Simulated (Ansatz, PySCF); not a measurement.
H2S, SMILES S. Atoms are numbered in the order given.

```xyz
3

S      0.0000     0.0000     0.1096
H      0.0000    -0.9673    -0.8202
H      0.0000     0.9673    -0.8202
```
Charge 0, spin multiplicity 1.

Geometry optimised at PBE0-D3(BJ)/def2-TZVPD.

Two levels are set side by side: PBE-D3(BJ)/def2-TZVPD (Ansatz, a quantum-chemistry and plane-wave program) and PBE0-D3(BJ)/def2-TZVPD (Ansatz). Each level has its own optimised geometry; the coordinates shown are those of the second. Frequencies come from the Hessian of PySCF at each geometry. Differences are taken from unrounded values.

```json
[
 {"quantity": "mean bond length (Å)", "PBE0-D3(BJ)": "1.342", "PBE-D3(BJ)": "1.353", "PBE-D3(BJ) minus PBE0-D3(BJ)": "0.011"},
 {"quantity": "bond S1–H2 (Å)", "PBE0-D3(BJ)": "1.342", "PBE-D3(BJ)": "1.353", "PBE-D3(BJ) minus PBE0-D3(BJ)": "0.011"},
 {"quantity": "bond S1–H3 (Å)", "PBE0-D3(BJ)": "1.342", "PBE-D3(BJ)": "1.353", "PBE-D3(BJ) minus PBE0-D3(BJ)": "0.011"},
 {"quantity": "highest harmonic wavenumber (cm⁻¹)", "PBE0-D3(BJ)": "2738", "PBE-D3(BJ)": "2644", "PBE-D3(BJ) minus PBE0-D3(BJ)": "-94"},
 {"quantity": "mean harmonic wavenumber (cm⁻¹)", "PBE0-D3(BJ)": "2222", "PBE-D3(BJ)": "2146", "PBE-D3(BJ) minus PBE0-D3(BJ)": "-76"},
 {"quantity": "zero-point energy (kcal/mol)", "PBE0-D3(BJ)": "9.53", "PBE-D3(BJ)": "9.20", "PBE-D3(BJ) minus PBE0-D3(BJ)": "-0.33"}
]
```

Exact exchange shortens and stiffens bonds; PBE has none. Differences between two approximate levels are no errors against the true value.
